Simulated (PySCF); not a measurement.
Species: CH₆OSi.
Bonds: C1–Si2, Si2–O3. Hydrogens: H4, H5, H6 on C1; H7, H8 on Si2; H9 on O3.

The same species was optimised twice, with GFN2-xTB and with PBE0-D3(BJ)/def2-SVP (PySCF), and the same property calculations (PySCF, gas phase) were run on both structures.

```csv
coordinate,GFN2-xTB,PBE0-D3(BJ)/def2-SVP,change
Si2–O3 (Å),1.629,1.670,+0.041
Si2–H7 (Å),1.456,1.490,+0.034
Si2–H8 (Å),1.467,1.500,+0.033
C1–Si2 (Å),1.899,1.872,-0.027
C1–H4 (Å),1.085,1.102,+0.017
C1–H5 (Å),1.087,1.101,+0.014
C1–H6 (Å),1.088,1.101,+0.013
O3–H9 (Å),0.953,0.961,+0.008
Si2–O3–H9 (°),122.2,116.8,-5.4
O3–Si2–H7 (°),101.2,105.4,+4.2
H7–Si2–H8 (°),112.9,109.4,-3.5
C1–Si2–H7 (°),112.4,110.2,-2.2
Si2–C1–H5 (°),111.4,110.7,-0.7
C1–Si2–O3 (°),111.7,112.4,+0.7
H5–C1–H6 (°),107.4,108.1,+0.7
H4–C1–H5 (°),107.5,108.2,+0.7
```

Rotational constants: A = 19587, B = 6518, C = 5401 MHz (GFN2-xTB) against A = 19489, B = 6394, C = 5345 MHz (PBE0-D3(BJ)/def2-SVP).

On the GFN2-xTB structure: C1s of C1 (eV) 290.22 [delta-SCF UKS SCAN, pcX-2 on the ionised atom, pcseg-1 elsewhere, spin-free X2C]; Si1s of Si2 (eV) 1846.98 [delta-SCF UKS SCAN, pcX-2 on the ionised atom, pcseg-1 elsewhere, spin-free X2C]; Si2p of Si2 (eV) 107.30 [delta-SCF UKS SCAN, pcX-2 on the ionised atom, pcseg-1 elsewhere, spin-free X2C]; O1s of O3 (eV) 538.51 [delta-SCF UKS SCAN, pcX-2 on the ionised atom, pcseg-1 elsewhere, spin-free X2C].

Question: What do these properties become on the PBE0-D3(BJ)/def2-SVP structure?

Answer: 
```csv
property,level,on GFN2-xTB,on PBE0-D3(BJ)/def2-SVP,change
C1s of C1 (eV),"delta-SCF UKS SCAN, pcX-2 on the ionised atom, pcseg-1 elsewhere, spin-free X2C",290.22,290.35,+0.13
Si1s of Si2 (eV),"delta-SCF UKS SCAN, pcX-2 on the ionised atom, pcseg-1 elsewhere, spin-free X2C",1846.98,1847.13,+0.15
Si2p of Si2 (eV),"delta-SCF UKS SCAN, pcX-2 on the ionised atom, pcseg-1 elsewhere, spin-free X2C",107.30,107.44,+0.14
O1s of O3 (eV),"delta-SCF UKS SCAN, pcX-2 on the ionised atom, pcseg-1 elsewhere, spin-free X2C",538.51,538.52,+0.01
```

The heavy atoms differ by 0.021 Å rms after alignment. Among all bonds Si2–O3 changes most (+0.041 Å). Changes are differences of the printed values. Neither structure is proved a minimum here.

The values belong to the conformer `[CH3:1][SiH2:2][OH:3]`: H–O3–Si2–C1 73°.
